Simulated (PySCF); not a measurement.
Reaction (SMILES): P (PH3) → [PH2-] + H+
B3LYP-D3(BJ)/def2-TZVP geometries, fixed; electronic energies without zero-point terms.

Basis-set convergence of the deprotonation energy at PBE0 with PySCF. All functions are spherical. Density fitting with generated auxiliary sets. No added dispersion term, no relativity. Functions are those of the species that has most. Reference: the value in aug-pcseg-3, 372.41 kcal/mol, itself unsure by roughly 1.39 kcal/mol (its mean distance from aug-cc-pV(Q+d)Z, def2-QZVPPD). Deviations are taken from unrounded values.

| basis | functions | deprotonation energy (kcal/mol) |
|---|---|---|
| def2-SVP | 33 | 388.37 |
| def2-SVPD | 48 | 381.61 |
| pcseg-1 | 33 | 376.20 |
| aug-pcseg-1 | 54 | 370.79 |
| cc-pV(D+d)Z | 38 | 386.10 |
| aug-cc-pV(D+d)Z | 59 | 371.32 |
| 6-311G** | 44 | 373.10 |
| 6-311+G** | 48 | 372.07 |
| def2-TZVP | 55 | 378.89 |
| def2-TZVPD | 70 | 376.85 |
| pcseg-2 | 76 | 376.70 |
| aug-pcseg-2 | 119 | 372.12 |
| cc-pV(T+d)Z | 81 | 380.03 |
| aug-cc-pV(T+d)Z | 124 | 372.31 |
| def2-TZVPP | 84 | 378.94 |
| def2-TZVPPD | 99 | 377.08 |
| cc-pV(Q+d)Z | 154 | 376.36 |
| aug-cc-pV(Q+d)Z | 227 | 372.49 |
| def2-QZVPP | 160 | 375.56 |
| def2-QZVPPD | 175 | 375.10 |
| pcseg-3 | 163 | 373.85 |
| aug-pcseg-3 | 236 | 372.41 |

What the diffuse functions change, pair by pair:
- def2-SVP to def2-SVPD: 15 more functions, deviation 15.96 to 9.20 kcal/mol
- pcseg-1 to aug-pcseg-1: 21 more functions, deviation 3.79 to -1.62 kcal/mol
- cc-pV(D+d)Z to aug-cc-pV(D+d)Z: 21 more functions, deviation 13.69 to -1.09 kcal/mol
- 6-311G** to 6-311+G**: 4 more functions, deviation 0.69 to -0.34 kcal/mol
- def2-TZVP to def2-TZVPD: 15 more functions, deviation 6.48 to 4.43 kcal/mol
- pcseg-2 to aug-pcseg-2: 43 more functions, deviation 4.28 to -0.29 kcal/mol
- cc-pV(T+d)Z to aug-cc-pV(T+d)Z: 43 more functions, deviation 7.62 to -0.10 kcal/mol
- def2-TZVPP to def2-TZVPPD: 15 more functions, deviation 6.52 to 4.67 kcal/mol
- cc-pV(Q+d)Z to aug-cc-pV(Q+d)Z: 73 more functions, deviation 3.95 to 0.08 kcal/mol
- def2-QZVPP to def2-QZVPPD: 15 more functions, deviation 3.15 to 2.69 kcal/mol
- pcseg-3 to aug-pcseg-3: 73 more functions, deviation 1.44 to 0.00 kcal/mol

Leaving out the reference's own pair, they bring the value nearer the reference by more than 1.39 kcal/mol in 8 of 10 pairs.
